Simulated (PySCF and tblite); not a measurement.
Values are calculated unless marked as measured or tabulated.
C₆H₁₀, numbered as in [CH:1]#[C:2][CH2:3][CH2:4][CH2:5][CH3:6].

Conformers came from 90 starts (ETKDG and KDG, MMFF94s, GFN2-xTB); geometries are PBE0-D3(BJ)/def2-SVP. Energies: PBE0-D3(BJ)/def2-TZVP, with GFN2-xTB thermal terms (modes under about 100 cm⁻¹ blended into free rotors). Symmetry numbers and mirror images are counted. Conformers within 4 kcal/mol (GFN2-xTB free energy) were kept, 7 at most. Run with PySCF (density fitting) and tblite.

Rotational constants are equilibrium values for the commonest isotopes; dipoles come from the energy level named.

Torsions listed: C2–C3–C4–C5, C3–C4–C5–C6. Of a mirror pair one member is shown.

```
conformer        shape   symmetry  weight %
        1   -63°, 179°  C1 (pair)      41.8
        2   180°, 180°         Cs      22.7
        3   -58°, -60°  C1 (pair)      20.7
        4  -178°, -65°  C1 (pair)      13.2
        5    78°, -66°  C1 (pair)       1.6
```

Sets of constants, in random order:

```
set  A (MHz)  B (MHz)  C (MHz)  abs μa (D)  abs μb (D)  abs μc (D)
  P    14999     1320     1251        0.93        0.27        0.00
  Q     5257     2466     1822        0.65        0.55        0.04
  R     5781     2137     1877        0.65        0.42        0.04
  S     7509     1751     1522        0.60        0.47        0.07
  T    12006     1463     1396        1.01        0.09        0.13
```

**Question.** Match each set to its conformer.

**Answer.** P is conformer 2, Q is conformer 5, R is conformer 3, S is conformer 1, T is conformer 4.
